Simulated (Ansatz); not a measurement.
**CN (quartet): the correlation ladder at distance N1–C2 = 2.440 Å, 6-31G**

How much of the correlation energy of CN (quartet) does each wave-function method recover here?

Computed with Ansatz 0.2.0, Gaussian basis. Level: 6-31G, core rule «outside noble gas», up to 2 orbitals frozen.

Plan: UHF; CCSD(T) on ROHF; CCSD(T) on UHF; BCCD(T) on ROHF; CISD; CCSDT(Q) on ROHF; CCSDT(Q) on UHF; CISDTQ; CCSDTQ on ROHF; CCSDTQ on UHF; CASSCF and MRCISD+Q, 5 electrons in 5 orbitals; CASSCF and NEVPT2, 5 electrons in 5 orbitals; CASSCF and MRCISD+Q, 9 electrons in 8 orbitals; CASSCF and NEVPT2, 9 electrons in 8 orbitals; Full CI; Full CI in the symmetry of the determinant.

14 further runs of the same task are left out: 1 for a known fault of the program, 11 that didn't finish, 2 set aside as unsound or not needed.

## (1) The geometry

The geometry derives from a PBE0/def2-TZVP stationary point (not a proven minimum). One bond is set to the value named and the two fragments are kept rigid.

2 atoms, charge 0, spin multiplicity 4.

Atoms are counted from 1 here; the program's logs count them from 0.

No contacts short enough for the rule that draws bonds.

## (2) UHF

in.yaml reads:

```yaml
crystal:
  periodic: [false, false, false]
  atoms:
    - {symbol: N, position_ang: [0.000000, 0.000000, 0.000000]}
    - {symbol: C, position_ang: [0.000000, 0.000000, 2.440000]}
basis:
  gaussian: {orbitals: 6-31G}
magnetization: {spin_polarized: true, initial_magnetization: 3}
hamiltonian: {xc: hf}
output: {orbitals: {seedname: orbitals}}
```

Started as:

```bash
ansatz run in.yaml --threads 1 --pin off --events-out ev --progress --plain --max-ram 2393MiB
```

After this run come: CCSD(T) on ROHF; CCSD(T) on UHF; BCCD(T) on ROHF; CISD; CCSDT(Q) on ROHF; CCSDT(Q) on UHF; CISDTQ; CCSDTQ on ROHF; CCSDTQ on UHF; CASSCF and MRCISD+Q, 5 electrons in 5 orbitals; CASSCF and NEVPT2, 5 electrons in 5 orbitals; CASSCF and MRCISD+Q, 9 electrons in 8 orbitals; CASSCF and NEVPT2, 9 electrons in 8 orbitals; Full CI; Full CI in the symmetry of the determinant.

Before running them: what should the planned runs give, taken together? Wanted: FCI from the RHF energy; RMP2 from FCI; UMP2 from FCI; RCCSD from FCI; RCCSD(T) from FCI; UCCSD(T) from FCI; RCCSDT(Q) from FCI; UCCSDT(Q) from FCI; T1 diagnostic.

The runs gave:

| quantity | value |
| --- | --- |
| FCI from the ROHF energy | -4.5972 eV |
| RMP2 from FCI | +2033.9 meV |
| UMP2 from FCI | +1442.2 meV |
| RCCSD from FCI | +345.6 meV |
| RCCSD(T) from FCI | +6.5 meV |
| UCCSD(T) from FCI | +57.8 meV |
| RCCSDT(Q) from FCI | -10.3 meV |
| UCCSDT(Q) from FCI | -7.7 meV |
| levels within 1 kcal/mol (43 meV) | RCCSD(T), RCCSDT, UCCSDT, CISDTQ, RCCSDT(Q), UCCSDT(Q), RCCSDTQ, UCCSDTQ |
| T1 diagnostic | 0.074 |
| effectively unpaired electrons | 4.34 |

**Reading.** RCCSD(T) lands +6.5 meV from the yardstick (0.1 % of the correlation energy). CCSD(T) misses by +6.5 meV on the restricted determinant and by +57.8 meV on the unrestricted one; the two need not hold the same state or core. RCCSDT(Q), UCCSDT(Q) fall below full CI: unrestricted runs freeze a spin-polarised core, another one than full CI's, and coupled cluster isn't variational. With 4.3 effectively unpaired electrons against 3 the state is strongly multireference. Coupled cluster on one determinant still stays close here. Coupled cluster took another determinant than the lowest Hartree-Fock one. These misses are within one basis, not against nature; the frozen cores of restricted and unrestricted runs differ, which can shift their rows.

Levels on UHF freeze UHF's core orbitals, full CI those of ROHF, so the U rows can settle a little off it for that reason alone.

With open shells the CI space here admits some triples and quadruples, so it is larger than plain CISD.
